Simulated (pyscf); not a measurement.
A first-order saddle from PySCF, ωB97X-D3(BJ)/def2-SVP:

```
Zr
O 1 1.8406
H 2 1.2532 1 79.29
N 3 1.3509 2 141.88 1 0.20
H 4 1.0193 3 114.84 2 116.80
H 4 1.0194 5 108.29 3 -129.84
F 1 1.9274 2 114.33 3 110.50
F 1 1.9280 2 114.50 3 -111.72
```

Surface: singlet, charge 0. Lowest wavenumbers (cm⁻¹): 1663i, 81, 128, 166, 198.

### Question
What reaction is this the transition state of?

### Answer
`[O]=[Zr]([F])[F]` + `[NH3]` ⇌ `[NH2][Zr]([OH])([F])[F]`, an addition across a multiple bond or ene-type step read from left to right: H–N broken and H–O, N–Zr formed. At ωB97M-D3(BJ)/def2-TZVP it lies -18.5 kcal/mol from the left side and +38.3 kcal/mol from the right (each side as separated species at their lowest minima found). On the reactant side the descent ends in an adduct with a N–Zr contact, 43.8 kcal/mol under the separated species and 22.4 kcal/mol under the saddle at ωB97X-D3(BJ)/def2-TZVP. At ωB97M-D3(BJ) the saddle lies under the separated reactants, which points to a path from their complex (located at ωB97X-D3(BJ) alone). What is counted as formed (N–Zr) is already present as a longer contact in the reactant adduct; forming that adduct is a step of its own. At the saddle there is also a short H–Zr contact that neither side keeps. At ωB97X-D3(BJ)/def2-TZVP the barrier from the zero used here is -21.4 kcal/mol. One saddle was located; it need not be the lowest between these sides. Elements past Kr carry the def2 core potentials, without spin-orbit coupling.
